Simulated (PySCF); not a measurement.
## What an electron can do to Cl2

CCSD(T) in PySCF with def2-TZVPPD on every atom, for the lowest determinant that a PBE0 search found; no spin–orbit coupling.

```csv
species,state (unpaired electrons),Re (Å),ωe (cm⁻¹),energy of the minimum from the neutral (eV),De (eV),dissociates to
Cl2,singlet (closed shell),2.007,548,0.00,2.34,Cl + Cl
Cl₂⁺,doublet (π ↑),1.907,636,11.37,3.70,Cl⁺ + Cl
Cl₂⁻,doublet (σ ↑),2.600,253,-2.33,1.22,Cl + Cl⁻
```

Task: Work out the lowest energy to break Cl2 into atoms, from its vibrational ground state.

Result: D0 = De − ωe/2 = 2.34 − 0.03 = 2.31 eV (CCSD(T)/def2-TZVPPD).

Task: Work out the ionisation energy of the Cl atom at this level and the threshold of dissociative ionisation.

Result: IE(Cl) = 11.37 + 3.70 − 2.34 = 12.73 eV, so Cl⁺ + Cl + e⁻ appears at D0 + IE(Cl) = 15.04 eV (CCSD(T)/def2-TZVPPD). The measured IE(Cl) is 12.968 eV (NIST ASD).

Task: Work out the electron affinity of the Cl atom and the threshold of dissociative attachment.

Result: EA(Cl) = 2.34 − 1.22 − (-2.33) = 3.45 eV, so Cl + Cl⁻ needs D0 − EA(Cl) = -1.14 eV (negative: it is exothermic at zero electron energy) (CCSD(T)/def2-TZVPPD). The measured EA(Cl) is 3.613 eV.

Task: At which energy does ion-pair formation open?

Result: Cl⁺ + Cl⁻ lies at D0 + IE(Cl) − EA(Cl) = 11.59 eV (CCSD(T)/def2-TZVPPD).

These are thermodynamic thresholds; the onsets seen under electron impact lie higher where the geometry changes, and cross-sections peak well above them.

Correlated steps freeze 10 core orbitals. Where the molecule has an RHF reference, its open-shell atoms are computed with UHF. States were picked by a PBE0 search and need not be the measured ground states.
